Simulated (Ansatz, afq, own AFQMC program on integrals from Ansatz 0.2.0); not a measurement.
GeHO, doublet in cc-pVDZ, levels against CCSDT(Q)

```xyz
3

Ge    0.0000    0.0156    0.3758
O     0.0000   -0.1167   -1.5777
H     0.0000    0.7275   -2.0385
```

Connectivity, by distances: Ge–OH.

Basis cc-pVDZ. Only valence electrons are correlated. Ansatz 0.2.0 and our own AFQMC program on the same integrals; the CISD trial comes from CCSD amplitudes, and released means the phaseless constraint is let go. Free projection: walkers drawn from exp(T), propagated without any constraint. Its projection time is finite, and what remains of the start isn't in its error. Error bars are statistical, one sigma. No spin–orbit coupling.

Determinant: ROHF, the one that the program's search chose, which needn't be the lowest solution. The geometry is a point of a scan.

No full CI on the walks' own integrals is used here; CCSDT(Q) serves as the reference and is uncertain by about the last step of the cluster series.

Cautions: no relativity below Rb; no spin-orbit coupling; inner d shell frozen.

```
T1 diagnostic                               : 0.0298
weight of the determinant in the CISD state : 0.880
size of the correlated space                : 11 electrons in 31 orbitals
```

Reference: CCSDT(Q), correlation energy -7.717 eV. The released energy is read at 2.40 1/Eh (meV from the phaseless value at times in 1/Eh: 7 ± 17 at 0.24, -7 ± 14 at 0.51, -34 ± 19 at 0.99, -19 ± 24 at 1.62, 16 ± 37 at 2.40).

| level | E − E(reference) (meV) | share of correlation (%) |
| --- | --- | --- |
| HF | 7716.7 | 0.00 |
| MP2 | 701.3 | 90.91 |
| CCSD | 263.4 | 96.59 |
| CCSD(T) | 44.6 | 99.42 |
| CCSDT | 23.7 | 99.69 |
| ph-AFQMC/CISD | 20.9 ± 20.4 | 99.73 |
| released AFQMC | 36.9 ± 37.1 | 99.52 |
| free AFQMC | 11.7 ± 17.3 | 99.85 |

Free projections are given only where their last times agree within the noise and don't stop above the reference; a slow remainder of the start can still hide under it. A walk keeps the symmetry of its determinant, which the program's search chose and which needn't be the lowest solution, so a lower state of the same spin and another symmetry isn't excluded. Released energies are given only where the last usable release times agree within the noise; a slower fall can still hide under it.
